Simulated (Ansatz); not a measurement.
Saddle point of BPNH$_{7}$, singlet (BNH₄ ([BH2][NH2]) + PH₃ → BPH₄ ([BH2][PH2]) + NH₃ (still joined by a long B–N bond); bonds formed: B1–P6, N2–H5; bonds broken: H5–P6; bonds weakened to dative contacts: B1–N2), PBE0-D4/def2-TZVP structure:

B1  (0.051, -0.735, 0.471)
N2  (1.026, 0.482, 0.677)
H3  (0.581, -1.722, 0.027)
H4  (-0.698, -0.926, 1.397)
H5  (0.236, 1.137, -0.430)
P6  (-0.940, 0.219, -1.002)
H7  (1.999, 0.287, 0.478)
H8  (0.969, 0.923, 1.585)
H9  (-0.927, -0.250, -2.332)
H10  (-2.297, 0.585, -0.872)
(Å)

Energies are electronic, without zero-point energy. Barriers and step energies count from the start structure reached by relaxing down the imaginary mode; all methods use the PBE0-D4 structures, on which another method's saddle can fall below an end. Computed with Ansatz 0.2.0 (basis: def2-TZVPP, with def2-QZVPP for the basis limit); correlated methods freeze the cores. B3LYP uses VWN-RPA correlation. Extrapolation: Hartree–Fock as exp(−7.88 √X), correlation as X^−2.97.

```json
{"method": "SPW92", "barrier (eV)": "0.809", "step energy (eV)": "-0.280"}
{"method": "PBE-D4", "barrier (eV)": "1.192", "step energy (eV)": "-0.017"}
{"method": "BLYP-D4", "barrier (eV)": "1.540", "step energy (eV)": "0.275"}
{"method": "r2SCAN-D4", "barrier (eV)": "1.382", "step energy (eV)": "0.038"}
{"method": "B97M-V", "barrier (eV)": "1.598", "step energy (eV)": "0.098"}
{"method": "PBE0-D4", "barrier (eV)": "1.347", "step energy (eV)": "-0.045"}
{"method": "B3LYP-D4", "barrier (eV)": "1.640", "step energy (eV)": "0.232"}
{"method": "r2SCAN0-D4", "barrier (eV)": "?", "step energy (eV)": "0.009"}
{"method": "BHLYP-D4", "barrier (eV)": "?", "step energy (eV)": "0.230"}
{"method": "CAM-B3LYP-D4", "barrier (eV)": "?", "step energy (eV)": "0.206"}
{"method": "wB97X-V", "barrier (eV)": "1.615", "step energy (eV)": "0.093"}
{"method": "wB97M-V", "barrier (eV)": "1.665", "step energy (eV)": "0.144"}
{"method": "B2PLYP", "barrier (eV)": "1.681", "step energy (eV)": "0.212"}
{"method": "PBE-QIDH", "barrier (eV)": "1.481", "step energy (eV)": "-0.037"}
{"method": "RPA on PBE", "barrier (eV)": "1.722", "step energy (eV)": "0.205"}
{"method": "HF", "barrier (eV)": "2.480", "step energy (eV)": "0.508"}
{"method": "MP2", "barrier (eV)": "1.560", "step energy (eV)": "0.061"}
{"method": "CCSD", "barrier (eV)": "1.809", "step energy (eV)": "0.164"}
{"method": "CCSD(T)", "barrier (eV)": "1.672", "step energy (eV)": "0.117"}
```

(1) Fill in the withheld barriers. (An estimate is asked for; the value comes from the calculation.)

T1 diagnostic: at most 0.013.

Answers

(1) The calculation gives: BHLYP-D4 1.848; r2SCAN0-D4 1.480; CAM-B3LYP-D4 1.686 eV. Each is the energy of the saddle less that of the start structure, by the same method.

For comparison, the barrier by CCSD(T) at an estimated basis limit (MP2 extrapolated from triple and quadruple zeta, plus CCSD(T) − MP2 in triple zeta) is 1.632 eV.

Labels in which every atom is bracketed show which atoms are joined, not bond orders.

For scale, one of the runs: CCSD(T)/def2-TZVPP, 202 basis functions, launched by `ansatz run in.yaml --threads 2 --pin off --events-out ev --progress --plain --max-ram 4352MiB`. Hardware: 2 CPU threads of an Arm Neoverse V1, shared host. Wall time 55 s; peak host memory 2.5 GiB.
